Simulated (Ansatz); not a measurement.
# C2H3Al (SMILES C#[C][AlH2]): functionals against CCSD(T) at one geometry

The atoms stand at a structure displaced at random from a GFN2-xTB minimum. How far do the functionals agree with CCSD(T) there?

Computed with Ansatz 0.2.0, Gaussian basis. Level: single points in def2-TZVPP.

Correlated methods freeze the cores. B3LYP uses VWN-RPA correlation.

## (1) Starting geometry

6 atoms, charge 0, spin multiplicity 1.

Atoms are counted from 1 here; the program's logs count them from 0.

Bond lengths: C1–C2 1.236 Å, C1–H4 1.060 Å, C2–Al3 1.910 Å, Al3–H5 1.555 Å, Al3–H6 1.540 Å. Angles: C2–C1–H4 175.8°, C1–C2–Al3 175.1°, C2–Al3–H5 120.9°, C2–Al3–H6 124.3°, H5–Al3–H6 114.7°.

Coordinates:

```mol
C2H3Al
  3D, bonds by distance, orders not assigned

  6  5  0  0  0  0  0  0  0  0999 V2000
   -0.7860   -1.6928   -0.3036 C   0  0
   -0.2952   -0.5682   -0.1565 C   0  0
    0.5362    1.1126    0.2046 Al  0  0
   -1.2639   -2.6240   -0.4716 H   0  0
    1.3450    1.8566   -0.8949 H   0  0
    0.4733    1.8388    1.5613 H   0  0
  1  2  8  0
  1  4  8  0
  2  3  8  0
  3  5  8  0
  3  6  8  0
M  END
```

## (2) CCSD(T)/def2-TZVPP

The input, run/in.yaml:

```yaml
crystal:
  periodic: [false, false, false]
  atoms:
    - {symbol: C, position_ang: [-0.786000, -1.692800, -0.303600]}
    - {symbol: C, position_ang: [-0.295200, -0.568200, -0.156500]}
    - {symbol: Al, position_ang: [0.536200, 1.112600, 0.204600]}
    - {symbol: H, position_ang: [-1.263900, -2.624000, -0.471600]}
    - {symbol: H, position_ang: [1.345000, 1.856600, -0.894900]}
    - {symbol: H, position_ang: [0.473300, 1.838800, 1.561300]}
basis:
  gaussian: {orbitals: def2-TZVPP}
correlation: {method: ccsd_t}
output: {forces: true}
```

No record of the launch command was kept for these runs.

## (3) PBE0-D4/def2-TZVPP

run/in.yaml: that of step 2 with these lines changed.

```diff
@@ -11,3 +11,3 @@
   gaussian: {orbitals: def2-TZVPP}
-correlation: {method: ccsd_t}
-output: {forces: true}
+hamiltonian: {xc: pbe0, dispersion: d4}
+output: {forces: true, orbitals: {seedname: orbitals}}
```

## (4) wB97M-V/def2-TZVPP

run/in.yaml: that of step 3 with these lines changed.

```diff
@@ -11,3 +11,3 @@
   gaussian: {orbitals: def2-TZVPP}
-hamiltonian: {xc: pbe0, dispersion: d4}
-output: {forces: true, orbitals: {seedname: orbitals}}
+hamiltonian: {xc: {name: wB97M-V}}
+output: {forces: true}
```

## (5) r2SCAN-D4/def2-TZVPP

run/in.yaml: that of step 4 with these lines changed.

```diff
@@ -11,3 +11,3 @@
   gaussian: {orbitals: def2-TZVPP}
-hamiltonian: {xc: {name: wB97M-V}}
+hamiltonian: {xc: r2scan, dispersion: d4}
 output: {forces: true}
```

## (6) PBE-D4/def2-TZVPP

run/in.yaml: that of step 5 with these lines changed.

```diff
@@ -11,3 +11,3 @@
   gaussian: {orbitals: def2-TZVPP}
-hamiltonian: {xc: r2scan, dispersion: d4}
+hamiltonian: {xc: pbe, dispersion: d4}
 output: {forces: true}
```

## (7) B3LYP-D4/def2-TZVPP

run/in.yaml: that of step 6 with these lines changed.

```diff
@@ -11,3 +11,3 @@
   gaussian: {orbitals: def2-TZVPP}
-hamiltonian: {xc: pbe, dispersion: d4}
+hamiltonian: {xc: {name: B3LYP}, dispersion: d4}
 output: {forces: true}
```

## (8) BLYP-D4/def2-TZVPP

run/in.yaml: that of step 7 with these lines changed.

```diff
@@ -11,3 +11,3 @@
   gaussian: {orbitals: def2-TZVPP}
-hamiltonian: {xc: {name: B3LYP}, dispersion: d4}
+hamiltonian: {xc: {name: BLYP}, dispersion: d4}
 output: {forces: true}
```

(Steps that only read results are left out.)

What does the calculation give? Wanted: energy less free atoms, CCSD(T)/def2-TZVPP; RMS force component; RMS force error; HOMO and LUMO, PBE0-D4; T1 diagnostic.

The runs gave:

| quantity | value |
| --- | --- |
| energy less free atoms, CCSD(T)/def2-TZVPP | -2116.3 kJ/mol |
| RMS force component | 0.451 to 0.930 eV/Å over the methods |
| RMS force error | PBE0-D4 0.420, wB97M-V 0.516, r2SCAN-D4 0.296, PBE-D4 0.144, B3LYP-D4 0.395, BLYP-D4 0.120 eV/Å |
| HOMO and LUMO, PBE0-D4 | -8.02 and -1.89 eV |
| T1 diagnostic | 0.013 |

**Reading.** Against CCSD(T) the functionals' energies less atoms differ by -81.2 to -39.1 kJ/mol, PBE-D4 by -81.2 kJ/mol. The reference is not at the basis limit: in triple zeta CCSD(T) underbinds, which counts against methods that bind more; the gaps are no ranking. For forces BLYP-D4 does best and wB97M-V worst. Frozen-core CCSD(T) forces in triple zeta carry basis errors of their own, and this is one geometry, so small gaps rank nothing.
